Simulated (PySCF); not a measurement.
# P4 (phosphorus tetramer): the cost of one run

The runs use PySCF 2.14.0, with density-fitted response routines of our own; the level of theory stands in each step. All values are computed, except where a source is named. Atoms are numbered from 0 throughout.

### Step 1. The starting structure

4 atoms, charge 0, multiplicity 1; geometry from: GFN2-xTB. The atoms were then displaced at random by about 0.01 Å, so the start is not that level's minimum.

Bonds of the start (Å): P0–P1 2.22, P1–P2 2.19, P2–P3 2.21, P2–P0 2.21, P3–P0 2.17, P3–P1 2.19.

### Step 2. Geometry optimisation at PBE0-D3(BJ)/def2-SVP

Job settings and geometry (Å):

```
{"job": {"xc": "PBE0", "basis": "def2-SVP", "d3": "d3bj", "grid": 1, "shake": 0.01, "kind": "geom"}, "charge": 0, "multiplicity": 1}
P      1.243540    -0.199250    -0.520420
P     -0.472030     1.197510    -0.365250
P     -0.837140    -0.954260    -0.472170
P      0.103630    -0.069370     1.324830
```

Launch:

```
$ OMP_NUM_THREADS=1 python probes_run.py task.json out
```

One launch serves the whole session: the jobs run in the order shown.

**Question.** How long does this first job take on 1 thread of Arm Neoverse V1, shared host, and how much memory does it need?

About 7.7 s, with a peak of 0.33 GiB.
